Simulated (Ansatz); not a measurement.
Geometry optimisation, RKS B3LYP/def2-SVP in Ansatz.

Input:

```yaml
crystal:
  periodic: [false, false, false]
  atoms:
    - { symbol: O, position_ang: [-1.4782, -0.1569, -0.2592] }
    - { symbol: Si, position_ang: [-0.2186, -0.7282, 0.528] }
    - { symbol: O, position_ang: [1.0576, 0.1954, 0.0764] }
    - { symbol: H, position_ang: [-1.2631, 0.6613, -0.8461] }
    - { symbol: H, position_ang: [1.9523, -0.0452, 0.4595] }
basis:
  gaussian: { orbitals: def2-SVP }
hamiltonian:
  xc: b3lyp
relax:
  f_tol: 0.02
  max_steps: 50
```

Run as:

```bash
$ ansatz run input.yaml --threads 1 --pin off --max-ram 2048MiB --backend cpu --events-out ev --progress --plain --runs-dir out
```

Where does it end, and by what steps?

The forces met the threshold. After 5 steps the energy has fallen by 0.293 eV; Si2 moved furthest, 0.09 Å.

| step | energy less start (eV) | largest force component (eV/Å) | accepted |
| --- | --- | --- | --- |
| 0 | 0.0000 | 3.262 | yes |
| 1 | -0.2214 | 1.478 | yes |
| 2 | -0.2916 | 0.266 | yes |
| 3 | -0.2928 | 0.038 | yes |
| 4 | -0.2928 | 0.036 | yes |
| 5 | -0.2928 | 0.012 | yes |

```xyz
5
Properties=species:S:1:pos:R:3
O -1.459 -0.104 -0.280
Si -0.218 -0.807 0.580
O 1.040 0.190 0.067
H -1.226 0.654 -0.839
H 1.914 -0.006 0.431
```

Whether the end is a true minimum wasn't checked by a vibrational analysis.

The run took 6.9 s on 1 thread of Arm Neoverse V2 (shared host), peak memory 0.11 GiB.
